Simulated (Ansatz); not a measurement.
# C₃H₈FN: small, medium and large basis sets

The task here is to estimate one member of a computed series from the others.

The runs use Ansatz 0.2.0, Gaussian basis; one geometry, several basis sets.

Plan: PBE0-D4/def2-SVP; ωB97M-V/def2-SVP; PBE0-D4/def2-QZVPP; ωB97M-V/def2-QZVPP; the functionals' def2-TZVPP values are taken from earlier runs.

## Structure used throughout

An earlier PBE0-D4 in a triple-zeta def2 set relaxation fixed the geometry.

SMILES `CC(C)(N)F`, 13 atoms, charge 0, spin multiplicity 1.

Atoms are counted from 1 here; the program's logs count them from 0.

Bond lengths: C1–C2 1.514 Å, C1–H6 1.092 Å, C1–H7 1.090 Å, C1–H8 1.092 Å, C2–C3 1.514 Å, C2–N4 1.413 Å, C2–F5 1.417 Å, C3–H9 1.092 Å, C3–H10 1.092 Å, C3–H11 1.090 Å, N4–H12 1.005 Å, N4–H13 1.005 Å. Angles: C2–C1–H6 109.7°, C2–C1–H7 110.3°, C2–C1–H8 110.6°, H6–C1–H7 108.2°, H6–C1–H8 109.1°, H7–C1–H8 109.0°, C1–C2–C3 113.2°, C1–C2–N4 112.0°, C1–C2–F5 105.3°, C3–C2–N4 112.0°, C3–C2–F5 105.3°, N4–C2–F5 108.5°, C2–C3–H9 110.6°, C2–C3–H10 109.7°, C2–C3–H11 110.4°, H9–C3–H10 109.0°, H9–C3–H11 109.0°, H10–C3–H11 108.2° and more.

The first run:

Input file in.yaml:

```yaml
crystal:
  periodic: [false, false, false]
  atoms:
    - {symbol: C, position_ang: [-1.349730, -0.009737, -0.286752]}
    - {symbol: C, position_ang: [0.117350, 0.342531, -0.156233]}
    - {symbol: C, position_ang: [1.036182, -0.844118, -0.359188]}
    - {symbol: N, position_ang: [0.391716, 1.024048, 1.051301]}
    - {symbol: F, position_ang: [0.390148, 1.215992, -1.238131]}
    - {symbol: H, position_ang: [-1.957568, 0.887810, -0.150865]}
    - {symbol: H, position_ang: [-1.555834, -0.413178, -1.278314]}
    - {symbol: H, position_ang: [-1.634555, -0.750012, 0.463485]}
    - {symbol: H, position_ang: [0.838454, -1.614336, 0.388907]}
    - {symbol: H, position_ang: [2.076922, -0.523007, -0.273777]}
    - {symbol: H, position_ang: [0.892065, -1.269850, -1.352397]}
    - {symbol: H, position_ang: [-0.403725, 1.232462, 1.629234]}
    - {symbol: H, position_ang: [1.178775, 0.686796, 1.577629]}
basis:
  gaussian: {orbitals: def2-SVP}
hamiltonian: {xc: pbe0, dispersion: d4}
output: {orbitals: {seedname: orbitals}}
```

Launch:

```
> ansatz run in.yaml --threads 4 --pin off --events-out ev --progress --plain --max-ram 10444MiB
```

Among the steps run: PBE0-D4 in def2-SVP; ωB97M-V in def2-SVP; PBE0-D4 in def2-QZVPP; ωB97M-V in def2-QZVPP.

One table of the session follows, with a row left open; its other results are not shown here.

It belongs to the step «Density functionals: the series». 

```
functional       basis  HOMO (eV)  LUMO (eV)
   PBE0-D4    def2-SVP      -7.14       1.57
   PBE0-D4  def2-TZVPP      -7.41       0.89
   PBE0-D4  def2-QZVPP      -7.47       0.49
   ωB97M-V    def2-SVP          ?          ?
   ωB97M-V  def2-TZVPP      -9.85       2.26
   ωB97M-V  def2-QZVPP      -9.91       1.63
```

Q: Estimate the row for ωB97M-V, def2-SVP from the others.

As computed: HOMO (eV): -9.58; LUMO (eV): 3.18. In the column «HOMO (eV)» it lies between ωB97M-V, def2-TZVPP (-9.85) and PBE0-D4, def2-QZVPP (-7.47).
